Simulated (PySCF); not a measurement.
**PH3 (SMILES P): levels of theory compared**

We compute a comparison of 5 runs (HF/STO-3G, HF/def2-SVP, B3LYP/6-31G*, PBE0/def2-SVP, MP2/def2-SVP) of PH3. The job is set up through a Python script.

Program for the calculation: PySCF 2.14.0.

### Step 1. The molecule

The species is PH3 (4 atoms), meant as a singlet with charge 0. As SMILES, `P`. Geometry: relaxed at PBE0-D4/def2-TZVP.

Bond lengths: P1–H2 1.420 Å, P1–H3 1.420 Å, P1–H4 1.420 Å. Angles: H2–P1–H3 93.1°, H2–P1–H4 93.1°, H3–P1–H4 93.1°.

### Step 2. Energy and gradient at HF/STO-3G (run 1)

Input file calc.py:

```python
from pyscf import gto, scf

molecule = gto.M(
    atom='''
P        0.346000      -0.326500      -0.332800
H        0.630900      -0.034000       1.027000
H       -1.005500      -0.663000      -0.057200
H        0.028700       1.023500      -0.636900
''',
    max_memory=1860,
    basis='sto-3g',
    verbose=3,
)

mf = scf.RHF(molecule)
mf.conv_tol = 1e-10
mf.kernel()
if not mf.converged:
    mf = mf.newton().run(mf.mo_coeff, mf.mo_occ)

e_tot = mf.e_tot
print(f'total energy: {e_tot:.8f} hartree')
grad = mf.nuc_grad_method().kernel()
mf.analyze()
```

Launch:

```console
$ OMP_NUM_THREADS=1 python calc.py
```

Standard output:

```text
converged SCF energy = -338.633640176016
total energy: -338.63364018 hartree
--------------- RHF gradients ---------------
         x                y                z
0 P     0.0240413425    -0.0226703294    -0.0231649852
1 H     0.0042282212     0.0052153323     0.0227714961
2 H    -0.0226343648    -0.0051231121     0.0049676824
3 H    -0.0056351989     0.0225781092    -0.0045741934
----------------------------------------------
**** MO energy ****
MO #1   energy= -78.9364680580587  occ= 2
MO #2   energy= -7.24896583025302  occ= 2
MO #3   energy= -5.07245510695645  occ= 2
MO #4   energy= -5.07245486780906  occ= 2
MO #5   energy= -5.07008563647836  occ= 2
MO #6   energy= -0.79960479389638  occ= 2
MO #7   energy= -0.448553791301174 occ= 2
MO #8   energy= -0.448509519147769 occ= 2
MO #9   energy= -0.299720938374862 occ= 2
MO #10  energy= 0.471112827222373  occ= 0
MO #11  energy= 0.471182649285959  occ= 0
MO #12  energy= 0.611833943757768  occ= 0
 ** Mulliken atomic charges  **
charge of    0P =      0.31749
charge of    1H =     -0.10583
charge of    2H =     -0.10583
charge of    3H =     -0.10583
Dipole moment(X, Y, Z, Debye): -0.31565,  0.29798,  0.30341
```

Run time: 1.4 s. Hardware: 1 thread of Intel Xeon at 2.70GHz, shared host; peak memory 0.12 GiB.

### Step 3. Energy and forces at HF/def2-SVP (run 2)

Input file calc.py:

```python
# P
import pyscf.grad
from pyscf import gto, scf

molecule = gto.M(
    atom='''
P      0.346000    -0.326500    -0.332800
H      0.630900    -0.034000     1.027000
H     -1.005500    -0.663000    -0.057200
H      0.028700     1.023500    -0.636900
''',
    verbose=4,
    basis='def2-svp',
    max_memory=1860,
)

myscf = scf.RHF(molecule)
myscf.conv_tol = 1e-10
myscf.kernel()
if not myscf.converged:
    myscf = myscf.newton().run(myscf.mo_coeff, myscf.mo_occ)

energy = myscf.e_tot
print('Final energy', energy)
grad = myscf.Gradients().kernel()
myscf.analyze()
```

Launch:

```console
$ OMP_NUM_THREADS=1 python calc.py
```

Standard output:

```text
PySCF version 2.14.0

[... 54 lines left out ...]
converged SCF energy = -342.363504303601
[... 15 lines left out ...]
Two-electron Energy =                  148.211756182890099
[... 6 lines left out ...]
MO #3   energy= -5.38740078945873  occ= 2
[... 4 lines left out ...]
MO #8   energy= -0.518867223116348 occ= 2
[... 4 lines left out ...]
MO #13  energy= 0.480321343772735  occ= 0
[... 4 lines left out ...]
MO #18  energy= 0.727191454620062  occ= 0
[... 4 lines left out ...]
MO #23  energy= 1.21302911771818   occ= 0
[... 4 lines left out ...]
MO #28  energy= 1.92678500455448   occ= 0
[... 4 lines left out ...]
MO #33  energy= 2.52028700721463   occ= 0
[... 40 lines left out ...]
Dipole moment(X, Y, Z, Debye): -0.46644,  0.44028,  0.44847
```

Run time: 0.89 s. Hardware: 1 thread of Intel Xeon at 2.70GHz, shared host; peak memory 0.12 GiB.

Runs 3 to 4 aren't shown in full; the table further down has their settings and results.

### Step 4. Energy and gradient at MP2/def2-SVP (run 5)

Input file input.xyz:

```xyz
4
H3P
P      0.346000    -0.326500    -0.332800
H      0.630900    -0.034000     1.027000
H     -1.005500    -0.663000    -0.057200
H      0.028700     1.023500    -0.636900
```

Input file job.py:

```python
# P
from pyscf import gto, mp

mol = gto.M(
    atom='input.xyz',
    max_memory=1860,
    basis='def2-svp',
    verbose=4,
)

mf = mol.RHF()
mf.conv_tol = 1e-10
mf.kernel()
if not mf.converged:
    mf = mf.newton().run(mf.mo_coeff, mf.mo_occ)

pt = mp.MP2(mf, frozen=5).run()
etot = pt.e_tot
print(f'total energy: {etot:.8f} hartree')
grad = pt.nuc_grad_method().kernel()
dip = mf.dip_moment()
pop, q = mf.mulliken_pop()
```

Launch:

```console
$ OMP_NUM_THREADS=1 python job.py
```

Standard output:

```text
PySCF version 2.14.0

[... 54 lines left out ...]
converged SCF energy = -342.363504303601
[... 8 lines left out ...]
total energy: -342.49653521 hartree
[... 7 lines left out ...]
Dipole moment(X, Y, Z, Debye): -0.46644,  0.44028,  0.44847
[... 38 lines left out ...]
charge of    3H =     -0.04317
```

It took 1.1 s on 1 thread of Intel Xeon at 2.70GHz, shared host; peak memory 0.14 GiB.

### Step 5. The series

```
run                               level  integration grid  frozen core orbitals  energy (Eh)  dipole moment (D) of the reference  HOMO energy (eV)  LUMO energy (eV)  wall time
  1                           HF/STO-3G                 –                     –  -338.633640                                0.53             -8.16             12.82      1.4 s
  2                         HF/def2-SVP                 –                     –  -342.363504                                0.78            -10.55              4.88     0.89 s
  3  B3LYP/6-31G* (spherical functions)                 5                     –  -343.137775                                0.96             -7.51              0.89      3.9 s
  4                       PBE0/def2-SVP                 5                     –  -342.895978                                0.93             -7.75              1.30      4.5 s
  5                        MP2/def2-SVP                 –                     5  -342.496535                                0.78            -10.55              4.88      1.1 s
```

### Step 6. Results

```
                                          quantity          value
                               run 5: total energy  -342.49654 Eh
       run 5: dipole moment (Hartree–Fock density)         0.78 D
        run 5: HOMO energy (Hartree–Fock orbitals)      -10.55 eV
        run 5: LUMO energy (Hartree–Fock orbitals)        4.88 eV
      run 5: HOMO–LUMO gap (Hartree–Fock orbitals)       15.43 eV
run 5: correlation energy (5 core orbitals frozen)     -133.0 mEh
                   run 5: largest force on an atom     0.221 eV/Å
```

In words: Over runs 1, 2, 3, 4 the dipole moment (its size) runs from 0.53 D (HF/STO-3G) to 0.96 D (B3LYP/6-31G*). The two ends differ in method and basis. Over runs 1, 2, 3, 4 the HOMO–LUMO gap runs from 8.40 eV (B3LYP/6-31G*) to 20.98 eV (HF/STO-3G). Totals of different functionals can't be ranked against each other. In run 1 the basis is minimal, so the values are rough. All runs together took 12 s, the longest 4.5 s.
